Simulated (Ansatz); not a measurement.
`CSC(F)(F)F` → `[CH2]` (triplet) + `FC(F)(F)S`  (formal loss of a carbene)

Isolated molecules relaxed with PBE0-D4/def2-TZVP in Ansatz; ΔE leaves out vibrations. CBS: MP2 limit from def2 TZ/QZ plus the TZ coupled-cluster correction, frozen cores. This one scheme is used for every species. DFT in def2-TZVPP. B3LYP here is the variant with VWN-RPA as its local correlation; programs differ in this. HSE06 is defined as in plane-wave codes. Triplets are unrestricted, without spin–orbit coupling. Each species was taken in one conformer, which may not be the lowest.

Problem. Is it downhill or uphill in electronic energy at CCSD(T)/CBS, and by how much? (An estimate is asked.)

Solution. The calculation gave: Uphill: ΔE = +104.9 kcal/mol.

Problem. What do these levels give: LDA (SPW92), B3LYP-D4, HSE06-D4, ωB97X-V, PBE, B3LYP, r2SCANh, BHLYP, RPA@PBE/def2-TZVPP, CCSD/def2-SVP, CCSD(T)/def2-SVP, MP2/def2-TZVPP? (Best estimate.)

Solution. Computed: LDA (SPW92) 121.8, B3LYP-D4 103.2, HSE06-D4 104.4, ωB97X-V 107.5, PBE 105.1, B3LYP 100.7, r2SCANh 98.9, BHLYP 98.5, RPA@PBE/def2-TZVPP 99.8, CCSD/def2-SVP 95.8, CCSD(T)/def2-SVP 97.9, MP2/def2-TZVPP 105.0 kcal/mol.

Largest T1 diagnostic among the species: 0.012.

Leaving LDA and LC-ωPBE aside and taking each functional with its dispersion term where it has one, the values, not all of them listed here, spread over 8.9 kcal/mol, from r2SCAN0-D4 to ωB97X-V. LDA lies +16.8 kcal/mol from PBE without D4. From PBE to PBE0 (25 % exact exchange), in def2-TZVPP and without D4, ΔE moves by −2.1 kcal/mol.
